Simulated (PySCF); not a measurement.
Can point charges reproduce the dipole moment of isopropenylcyclopropane, `CC(=C)C1CC1`?

Coordinates (PBE0-D3(BJ)/def2-SVP, Å) and charges (e) from the PBE0/pcSseg-1 density (PySCF):

```
atom       x       y       z  Mulliken      IAO  Hirshfeld  ESP-fitted
  C1  -1.259   1.030   0.872   -0.0882  -0.3412    -0.1204     -0.5223
  C2  -0.818   0.064   0.058   -0.3662  +0.0308    +0.0161     +0.2721
  C3  -1.616  -1.174  -0.225   -0.1665  -0.4135    -0.1156     -0.4812
  C4   0.506   0.119  -0.625   -0.2186  -0.1392    -0.0409     -0.1969
  C5   1.630   0.994  -0.167   -0.1970  -0.2845    -0.0878     -0.4293
  C6   1.720  -0.489   0.034   -0.1964  -0.2852    -0.0880     -0.2167
  H7  -0.676   1.936   1.055   +0.1094  +0.1393    +0.0381     +0.1798
  H8  -2.225   0.947   1.378   +0.1041  +0.1399    +0.0398     +0.1834
  H9  -1.811  -1.274  -1.306   +0.1231  +0.1436    +0.0434     +0.1226
 H10  -2.582  -1.171   0.299   +0.1139  +0.1418    +0.0441     +0.1484
 H11  -1.056  -2.074   0.077   +0.1269  +0.1456    +0.0423     +0.1370
 H12   0.445  -0.049  -1.708   +0.1295  +0.1418    +0.0454     +0.1708
 H13   2.261   1.458  -0.930   +0.1297  +0.1468    +0.0476     +0.1825
 H14   1.474   1.614   0.719   +0.1336  +0.1440    +0.0458     +0.1865
 H15   1.593  -0.864   1.053   +0.1326  +0.1462    +0.0443     +0.1395
 H16   2.413  -1.068  -0.582   +0.1301  +0.1438    +0.0457     +0.1237
```

Question: Form Σ q r in debye for every column and set it beside the full dipole.

Answer: The full density gives (0.22, -0.43, -0.30) D, 0.57 D in size; dipole vectors point from the negative to the positive end.

```
    scheme    μx     μy     μz  size (D)  share of the full size (%)  angle to the full dipole (°)
  Mulliken  0.13  -0.69   0.30      0.76                         134                            58
       IAO  0.24  -0.55  -0.37      0.70                         124                             3
 Hirshfeld  0.17  -0.32  -0.26      0.44                          78                             4
ESP-fitted  0.22  -0.42  -0.28      0.55                          97                             1
```

Question: Which set comes closest?

Answer: Length of the difference vector: ESP-fitted 0.02 D, Hirshfeld 0.13 D, IAO 0.14 D, Mulliken 0.66 D. Closest: ESP-fitted. 

Question: What is left for the Hirshfeld atoms' own dipoles?

Answer: The shares of the density sum to the whole, so what Σ q r misses lies in dipoles about the nuclei. The atomic dipoles sum to (0.22, -0.43, -0.30) − (0.17, -0.32, -0.26) = (0.05, -0.11, -0.04) D, 0.13 D in size.

Question: With the origin at the mean of the coordinates, (0.000, 0.000, 0.000) Å, which are the largest single terms, by size, of the Hirshfeld dipole along the direction of the full one?

Answer: C1 +1.00, H16 +0.45, H8 -0.44, C6 -0.43, H7 -0.42 D; all 16 atoms together +0.44 D. The single terms depend on the origin, their sum doesn't.

Question: Give the size of the full dipole in other units.

Answer: 0.57 D = 0.223 au = 0.118 e·Å = 1.89 × 10⁻³⁰ C·m.

Geometry: PBE0-D3(BJ)/def2-SVP, one conformer, isolated molecule.

Shape of the structure used: `[CH2:1]=[C:2]([CH3:3])[CH:4]1[CH2:5][CH2:6]1`: C1–C2–C4–C5 20°.
